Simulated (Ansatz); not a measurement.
Z-matrix (Å, degrees):
```
C
C 1 1.485
C 1 1.517 2 117.0
H 1 1.097 2 110.3 3 123.0
H 1 1.098 2 110.2 3 -122.7
C 2 1.336 1 121.7 3 0.4
H 2 1.085 1 117.8 3 -179.7
C 3 1.461 1 117.0 2 -0.6
O 3 1.214 1 120.7 2 179.5
C 6 1.448 2 120.6 1 -0.1
H 6 1.084 2 120.7 1 179.9
H 8 1.084 3 116.7 1 -179.7
H 10 1.086 6 117.9 2 179.9
```

The species carries charge 0 and has multiplicity 1.

(1) List the PBE0/def2-TZVPP orbital energies in eV (Ansatz). (Best estimate.)

Results:

(1) Ansatz gave: Occupied: -521.99, -280.46, -279.13, -278.97, -278.72, -278.70, -278.51, -28.96, -24.07, -21.69, -20.69, -17.76, -16.65, -14.67, -13.46, -13.34, -13.01, -12.31, -11.81, -10.56, -10.46, -10.40, -9.63, -7.12, -7.00. Lowest empty: -2.09, 0.26, 1.26, 1.84, 2.22, 2.39, 2.86, 3.28.
